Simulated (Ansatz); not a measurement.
Compare A (`C=C1C=C1C`) with its isomer B (`C=C=C1CC1`).

Program: Ansatz. Geometries: PBE0-D4/def2-TZVP. ΔE: electronic, gas phase. CCSD(T)/CBS adds triple-zeta CCSD(T) − MP2 to the extrapolated MP2 energy (def2 sets, frozen cores). Functionals use def2-TZVPP.

Question: Which isomer does CCSD(T)/CBS put lower? Give the gap. (Estimate.)

Answer: Ansatz gave: B, by 7.9 kJ/mol.

Question: Give E(B) − E(A) in kJ/mol with HF/def2-TZVPP, CCSD/def2-TZVPP, CCSD(T)/def2-TZVPP, r2SCAN-D4, CCSD(T)/def2-SVP, LDA (SPW92), PBE-D4. (Estimate.)

Answer: Computed: HF/def2-TZVPP 5.0, CCSD/def2-TZVPP -9.6, CCSD(T)/def2-TZVPP -10.7, r2SCAN-D4 -12.7, CCSD(T)/def2-SVP -11.0, LDA (SPW92) -17.0, PBE-D4 -13.9. The order is the other way round with HF/def2-TZVPP.

Question: Does the order hold for the free energy at 298.15 K (harmonic terms from PBE0-D4)? (An estimate is asked.)

Answer: The calculation gave: Yes: G(B) − G(A) = -3.4 kJ/mol.

Largest T1 diagnostic: 0.012.

From PBE to PBE0 (25 % exact exchange), in def2-TZVPP and without D4, E(B) − E(A) moves by +5.9 kJ/mol. At CCSD(T), def2-SVP lies −3.1 kJ/mol from the extrapolated value and def2-TZVPP −2.8 kJ/mol.
